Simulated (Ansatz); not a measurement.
# CHNa (singlet): the correlation ladder at angle Na2–C1–H3 = 154.5°, 6-31G

The task here is to estimate one member of a computed series from the others.

The runs use Ansatz 0.2.0, Gaussian basis; 6-31G, core rule «outside noble gas», up to 6 orbitals frozen.

The runs, in order: UHF; CCSD(T) on RHF; CCSD(T) on UHF; BCCD(T) on RHF; CISD; CCSDT(Q) on RHF; CCSDT(Q) on UHF; CCSDTQ on RHF; CCSDTQ on UHF; CASSCF and MRCISD+Q, 2 electrons in 2 orbitals; CASSCF and NEVPT2, 2 electrons in 2 orbitals; Full CI.

30 further runs of the same task are left out: 16 for a known fault of the program, 10 that didn't finish, 4 set aside as unsound or not needed. Runs told in other sessions of the task aren't counted.

## What is computed

The geometry derives from a PBE0/def2-TZVP stationary point (not a proven minimum). One angle is set to the value named; bond lengths are kept.

3 atoms, charge 0, spin multiplicity 1.

Atoms are counted from 1 here; the program's logs count them from 0.

Bond lengths: C1–Na2 2.359 Å, C1–H3 1.119 Å. Angles: Na2–C1–H3 154.5°.

Geometry (Å):

```
C     0.00000   -0.01912    0.47718
Na    0.00000   -0.72273   -1.77462
H     0.00000    0.74185    1.29744
```

Set-up of the first run:

The input, in.yaml:

```yaml
crystal:
  periodic: [false, false, false]
  atoms:
    - {symbol: C, position_ang: [0.000000, -0.019116, 0.477181]}
    - {symbol: Na, position_ang: [0.000000, -0.722734, -1.774624]}
    - {symbol: H, position_ang: [0.000000, 0.741849, 1.297443]}
basis:
  gaussian: {orbitals: 6-31G}
magnetization: {spin_polarized: true, initial_magnetization: 0}
hamiltonian: {xc: hf}
output: {orbitals: {seedname: orbitals}}
```

The run is started by

```
$ ansatz run in.yaml --threads 1 --pin off --events-out ev --progress --plain --max-ram 2393MiB
```

Steps of the session up to this table: UHF; CCSD(T) on RHF; CCSD(T) on UHF; BCCD(T) on RHF; CISD; CCSDT(Q) on RHF; CCSDT(Q) on UHF; CCSDTQ on RHF; CCSDTQ on UHF; CASSCF and MRCISD+Q, 2 electrons in 2 orbitals; CASSCF and NEVPT2, 2 electrons in 2 orbitals; Full CI.

One table of the session follows, with a row left open; its other results are not shown here.

| method | from FCI (kJ/mol) |
| --- | --- |
| RHF | ? |
| RMP2 | +75.6 |
| CISD | +33.3 |
| RCCSD | +19.1 |
| RCCSD(T) | +7.9 |
| BCCD(T) | +8.8 |
| RCCSDT | +2.8 |
| RCCSDT(Q) | 0.0 |
| RCCSDTQ | +0.1 |
| FCI | 0 |

Estimate the missing values for RHF.

The run gave: from FCI (kJ/mol): +265.0. In the column «from FCI (kJ/mol)» it is the highest.

Left out of the table: CASSCF pair, NEVPT2 pair, MRCISD pair, MRCISD+Q pair (the active space lost an orbital or holds another state than full CI finds).

Limits of these values: Left out of the table: UHF, UMP2, UCCSD, UCCSD(T), UCCSDT, UCCSDT(Q), UCCSDTQ (another determinant or state than the rows shown). Warnings in the runs' records: passed over end.
